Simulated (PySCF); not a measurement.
Species: C₃H₅F.
Atom-mapped SMILES: `[CH2:1]=[CH:2][CH2:3][F:4]` (hydrogens: H5, H6 on C1; H7 on C2; H8, H9 on C3)

The geometry is computed with GFN2-xTB (gas phase).

(1) What internal coordinates does the optimisation give?

## Answers

(1) 
| bond | length (pm) |
| --- | --- |
| C1=C2 | 131.9 |
| C2–C3 | 149.6 |
| C3–F4 | 137.1 |
| C1–H5 | 107.7 |
| C1–H6 | 107.6 |
| C2–H7 | 108.1 |
| C3–H8, C3–H9 | 109.8 |

Bonds in one row agree within 1 pm and their mean is given. A selection of angles:
| angle | degrees |
| --- | --- |
| C2–C1–H5 | 121.4 |
| C2–C1–H6 | 121.8 |
| H5–C1–H6 | 116.8 |
| C1–C2–C3 | 124.8 |
| C1–C2–H7 | 121.9 |
| C3–C2–H7 | 113.3 |
| C2–C3–F4 | 112.4 |
| C2–C3–H8 | 110.8 |
| F4–C3–H8 | 106.8 |
| H8–C3–H9 | 109.1 |

Dihedral angles: C1–C2–C3–F4 0° (synperiplanar).

Of the pairs four or more bonds apart, F4···H5 is among the closest relative to their van der Waals radii: 2.47 Å, 93 % of the sum of Bondi's values. The 4 heavy atoms lie in one plane (0.001 Å rms). The 2 C–C bonds span 1.319 Å (C1=C2, drawn double) to 1.496 Å (C2–C3, drawn single), a spread of 0.177 Å.

Point group: Cs (tolerance 0.08 Å). Not checked by GFN2-xTB frequencies. One conformer, not necessarily the lowest.
